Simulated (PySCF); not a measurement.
Compound: BH5P2.
SMILES with atom numbers: `[PH2:1][BH:2][PH2:3]` (hydrogens: H4, H5 on P1; H6 on B2; H7, H8 on P3)

Computed, not measured: core-valence-separated Tamm–Dancoff BHandHLYP/aug-pcX-1 (pcseg-1 on H, def2-SVPD on P) in PySCF, non-relativistic, gas phase, PBE0-D3(BJ)/def2-SVP geometry. The energies are unshifted.

Q: Give energies, oscillator strengths and core holes at the B K edge.

A: 
```
E (eV)       f  core hole on  main final orbital
185.91  0.0848            B2         LUMO (91 %)
191.11  0.0075            B2       LUMO+1 (67 %)
191.32  0.0100            B2       LUMO+2 (44 %)
191.46  0.0085            B2       LUMO+6 (72 %)
191.97  0.0027            B2       LUMO+3 (73 %)
192.19  0.0003            B2       LUMO+4 (43 %)
192.61  0.0093            B2       LUMO+5 (39 %)
```

The first line with a tenth or more of the strongest one's intensity is at 185.91 eV (f = 0.085), with the hole on B2 (three-coordinate boron). It is also the strongest listed.

Roots within 0.03 eV whose holes lie on the same, on equivalent or on shared atoms are summed into one line, and the highest roots are left out, as the search may have cut off their partners. Final orbitals are the ground state's empty Kohn–Sham orbitals.

Q: What are the wavelength and the wavenumber of the 191.32 eV line?

A: λ = 12398.42 eV Å/191.32 eV = 64.805 Å; 1.5431 × 10⁶ cm⁻¹.

The list ends where the root search ended, not at a threshold.

Shape of the structure used: `[PH2:1][BH:2][PH2:3]`: H–P1–B2–P3 30°, H–P1–B2–P3 133°, H–P3–B2–P1 133°, H–P3–B2–P1 30°.

One conformer stands for the species.
